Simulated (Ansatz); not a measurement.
Two shapes of singlet CHO(+).

Shape 1:

```xyz
3

H    -0.0401   -0.0069   -1.5971
C    -0.0324   -0.0041   -0.5528
O    -0.0338   -0.0322    0.6073
```

Shape 2:

```xyz
3

H    -0.0087    0.0019   -1.6217
C     0.0097    0.0010   -0.5127
O    -0.0023    0.0072    0.5960
```

Basis set: STO-3G (spherical functions). Left uncorrelated: 2 orbitals. Charge 1, multiplicity 1.

Computed with Ansatz (development build ahead of 0.2.0); each method stands on the lowest determinant of its kind that the runs found.

**Question.** Which shape is lower in energy, and by how much in each method?

**Answer.**

```tsv
method	E(2) − E(1) (eV)
RHF	-0.123
RHF-MP2	0.306
```

The methods disagree on the order.
